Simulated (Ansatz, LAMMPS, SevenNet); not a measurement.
# Elastic constant C44 of hcp Re: levels of theory against measurement

Reference value: 161 GPa (measured, temperature not stated, not corrected to a static lattice; as tabulated in Mehl and Papaconstantopoulos (1996), arXiv:mtrl-th/9602003).

```json
[
 {"level (code)": "Lennard-Jones jacobson2022 (LAMMPS)", "value (GPa)": "330", "cell (Å³/atom)": "14.70"},
 {"level (code)": "SevenNet-l3i5", "value (GPa)": "52.0", "cell (Å³/atom)": "15.09"},
 {"level (code)": "LDA (Ansatz)", "value (GPa)": "180", "cell (Å³/atom)": "14.33"},
 {"level (code)": "PBE (Ansatz)", "value (GPa)": "161", "cell (Å³/atom)": "14.95"},
 {"level (code)": "r²SCAN (Ansatz)", "value (GPa)": "?", "cell (Å³/atom)": "14.70"}
]
```

**Question.** Fill in the missing entries.

**Answer.** 
- r²SCAN (Ansatz, a first-principles code), value (GPa): 164

Differences against the reference: Lennard-Jones jacobson2022 +105 %, SevenNet-l3i5 -68 %, LDA +11.8 %, PBE 0.0 %, r²SCAN +1.9 %.

The reference's temperature isn't stated, so close values are not ranked against it. Off by more than 25 %, or 35 % on the side where a correction would as a rule narrow the miss (bounds picked here): Lennard-Jones jacobson2022 (+105 %), SevenNet-l3i5 (-68 %).

The measured value isn't corrected to a static lattice, so vibrations enter the comparison. A static lattice is as a rule stiffer than a warm one, by over a tenth in soft solids.  Density-functional levels without +SOC have no spin–orbit coupling. Each level is taken at its own relaxed cell. Cutoffs differ between the levels. Ansatz's density-functional and Hartree–Fock values are scalar-relativistic unless marked +SOC, with PAW data made under PBE.

Empirical potentials (Lennard-Jones jacobson2022) are fitted to chosen data: where that held the value shown, agreement is built in, and what lay outside the fit can be far off. Machine-learned potentials (SevenNet-l3i5) are trained on DFT data: a solid inside that data is no test of them.

Differences are worked out from the printed values.
